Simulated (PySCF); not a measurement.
Estimate the missing entries of this data sheet.

C3H7ClO.
Z-matrix (Å and degrees, PBE0-D3(BJ)/def2-TZVP geometry), rows numbered from 1:
```
C 
C   1  1.5079
Cl  2  1.8068  1  109.83
C   2  1.5141  1  113.04  3  -120.86
O   4  1.3999  2  113.39  1  -176.90
H   1  1.0939  2  109.52  3  -178.44
H   1  1.0917  2  110.86  3    61.86
H   1  1.0898  2  111.12  3   -58.77
H   2  1.0911  1  111.61  3   115.27
H   4  1.0943  2  107.95  1   -58.94
H   4  1.0993  2  108.91  1    57.83
H   5  0.9638  4  107.21  2   -56.87
```

```json
{"property": "point group", "level": "PBE0-D3(BJ)/def2-TZVP", "value": "C1"}
{"property": "rotational constants A, B, C", "level": "PBE0-D3(BJ)/def2-TZVP", "value": "?"}
{"property": "dipole moment", "level": "B97-2/pcSseg-2", "value": "1.93 D"}
{"property": "HOMO energy", "level": "B97-2/pcSseg-2", "value": "?"}
{"property": "LUMO energy", "level": "B97-2/pcSseg-2", "value": "?"}
{"property": "13C chemical shifts (computed TMS as zero) by class", "level": "GIAO B97-2/pcSseg-2", "value": "74.1 (C4), 70.8 (C2), 22.9 (C1) ppm"}
{"property": "1H chemical shifts (computed TMS as zero) by class", "level": "GIAO B97-2/pcSseg-2", "value": "?"}
{"property": "isotropic shieldings of nuclei other than C and H, by class", "level": "GIAO B97-2/pcSseg-2", "value": "?"}
```

Electronic properties: PySCF, gas phase, density fitting. Isolated species at its PBE0-D3(BJ)/def2-TZVP geometry (one conformer only). NMR classes are plain means over equivalent atoms (diastereotopic ones count apart unless rotation or inversion swaps them), as if these changed places fast; in this geometry the members of some classes differ.

Task: Give the HOMO energy.

Result: -7.83 eV.

Task: Give the rotational constants A, B, C.

Result: 4.699, 3.344, 2.094 GHz.

Task: Give the isotropic shieldings of nuclei other than C and H, by class.

Result: 294 (O5), 806 (Cl3) ppm.

Task: Give the LUMO energy.

Result: 0.46 eV.

Task: The 1H chemical shifts (computed TMS as zero) by class?

Result: 4.13 (H9), 3.64 (H10), 3.38 (H11), 1.74 (H12), 1.35 (H6/H7/H8) ppm.

In atomic units the dipole is 0.76 e·bohr (1 au = 2.5417 D). The rotational constants make it an asymmetric top with κ = (2B − A − C)/(A − C) = -0.04, midway between the prolate (−1) and oblate (+1) limits. With B = h/(8π²I), that is 505.379 GHz u Å² over I, the principal moments of inertia are 107.6, 151.1 and 241.3 u Å² (most abundant isotopes). A dipole of 1.93 D is allowed in C1, and pure rotational transitions are dipole-allowed.
